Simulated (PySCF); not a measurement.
# Electron affinity of C by level of theory

C⁻ [He] 2s2 2p3 (4S) → C [He] 2s2 2p2 (3P), as a difference of total energies. Computed with PySCF 2.14 in dyall-acv3z (15s9p4d2f, 76 functions), with no relativity, point nucleus. Correlated levels: valence and next inner shell: nothing frozen; virtual orbitals above 40 to 60 times the deepest correlated orbital energy dropped. The calculations carry no spin-orbit coupling.

```tsv
method	electron affinity (eV)
UHF	0.452
MP2 (valence and next inner shell)	1.267
SCS-MP2 (valence and next inner shell)	0.972
CCSD (valence and next inner shell)	1.152
CCSD(T) (valence and next inner shell)	1.225
```

How much does correlation contribute at CCSD(T) (valence and next inner shell)?

1.225 − (0.452) = 0.773 eV, measured against UHF.

Errors of the correlated levels include the incompleteness of this basis.

For comparison: 1.262 eV (measured; photodetachment measurements, as compiled on the Wikipedia data page of electron affinities).
